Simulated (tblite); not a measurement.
# F2H2Mg: the cost of one run

Programs: tblite 0.8.0 and PySCF 2.14.0. All values are calculated, for the isolated system unless a continuum is named. Atoms count from 0, parts from 1.

## 1. The system as given

5 atoms, charge 2, multiplicity 1; geometry: rigid parts in contact. Parts: 1 = atom 0, `[Mg+2]`, charge 2; 2 = atoms 1–2, `F`, charge 0; 3 = atoms 3–4, `F`, charge 0.

## 2. Docking the parts with GFN2-xTB

The job: settings as JSON, then the geometry in Å.

```
{"job": {"kind": "dock", "xc": "GFN2-xTB", "basis": "xTB"}, "charge": 2, "multiplicity": 1, "parts": [{"atoms": "0-0", "charge": 2, "multiplicity": 1}, {"atoms": "1-2", "charge": 0, "multiplicity": 1}, {"atoms": "3-4", "charge": 0, "multiplicity": 1}]}
Mg     0.590722    -0.544969     0.234247
F      0.770273    -2.279208     0.684135
H      0.597579    -3.219453     0.994740
F      1.954488     0.575192     0.602766
H      2.745821     1.177411     0.617888
```

Level: GFN2-xTB search for minima from random contacts, gas phase.

On the command line:

```bash
$ OMP_NUM_THREADS=1 python cluster_run.py task.json out
```

One launch serves the whole session: the jobs run in the order shown.

**Question.** How long does this first job take on 1 thread of Arm Neoverse V2, shared host?

About 12 s.
